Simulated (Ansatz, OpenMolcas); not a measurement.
[NO2]+ (SMILES O=[N+]=O): the vertical energy of the triplet above the singlet from total energies

[NO2]+: 3 atoms, total charge +1, spin state singlet. As SMILES, `O=[N+]=O`. The shape is that of a PBE0-D4/def2-TZVP optimisation.

```
atom    x (Å)    y (Å)    z (Å)
   O  -0.5730   0.9270  -0.2096
   N   0.0000   0.0000   0.0000
   O   0.5730  -0.9270   0.2096
```

Both states at this one shape; open shells run unrestricted unless said. 1 Eh = 27.2114 eV.

```tsv
level	program	singlet [NO2]+ (Eh)	triplet [NO2]+ (Eh)
PBE/def2-TZVPPD	Ansatz	-204.634249	-204.393922
M06-L/def2-TZVPPD	OpenMolcas	-204.814368	-204.572704
M06-2X/def2-TZVPPD	OpenMolcas	-204.723260	-204.492265
```

Task: Work out the vertical gap, second state less first, at each level.

Result: 
1. PBE/def2-TZVPPD: -204.393922 − (-204.634249) = 0.240327 Eh = 6.54 eV.
2. M06-L/def2-TZVPPD: -204.572704 − (-204.814368) = 0.241664 Eh = 6.58 eV.
3. M06-2X/def2-TZVPPD: -204.492265 − (-204.723260) = 0.230995 Eh = 6.29 eV.

No measured value is set beside it here; the levels span 6.29 to 6.58 eV.
